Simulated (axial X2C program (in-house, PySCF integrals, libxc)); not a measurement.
**Linear AlOAl at several levels**

One table from this session's results is given with a row withheld; the runs are named, their logs left out.

The runs use an in-house X2C program for linear molecules on PySCF integrals; all-electron X2C, two-component (2c) or spin-free, Al dyall-v3z, O dyall-av3z.

All values are calculated.

1 further run of the same task is left out (set aside as unsound or not needed).

The first run:

Input file task.json:

```json
{"zs": [13, 8, 13], "q": 0, "bas": ["dyall-v3z", "dyall-av3z", "dyall-v3z"], "r0": [1.89, 1.89], "symm": 1, "scan": ["PBE0", "HF", "BHandHLYP"], "levels": ["PBE0", "HF", "r2SCAN"], "nst": 2}
```

Keys: zs atomic numbers; q charge; bas basis sets; r0 starting distance in Å; symm equal bonds; scan levels of the two-bond scan (MP2 follows by itself at each HF point); levels methods; nst determinants followed.

Command:

```
$ python solin.py task.json out
```

Masses Al 26.982, O 15.995, Al 26.982 u.

Among the steps run: Scan at PBE0, 2c; Scan at HF, 2c; Scan at BHandHLYP, 2c.

One of the session's tables, all rows but one given; the rest of the session is left out.

| level | r(Al–O) (Å) | r(O–Al) (Å) | lower stretch (cm⁻¹) | upper stretch (cm⁻¹) |
| --- | --- | --- | --- | --- |
| PBE0, 2c | 1.711 | 1.711 | 507.7 | 1000.2 |
| HF, 2c | 1.689 | 1.689 | 540.1 | 1060.0 |
| BHandHLYP, 2c | 1.698 | 1.698 | 523.1 | 1028.8 |
| MP2, 2c | ? | ? | ? | ? |
| PBE0, spin-free | 1.711 | 1.711 | 507.5 | 1000.0 |
| HF, spin-free | 1.689 | 1.689 | 539.9 | 1059.8 |
| BHandHLYP, spin-free | 1.698 | 1.698 | 523.0 | 1028.6 |
| MP2, spin-free | 1.725 | 1.725 | 496.2 | 987.5 |

Q: Estimate the row for MP2, 2c from the others.

The run gave: r(Al–O) (Å): 1.725; r(O–Al) (Å): 1.725; lower stretch (cm⁻¹): 496.4; upper stretch (cm⁻¹): 987.5.

Scans not shown above were run alike.

MP2 freezes inner shells (threshold -2 hartree). The molecule was held linear; bending was not examined, so a bent shape may lie lower.
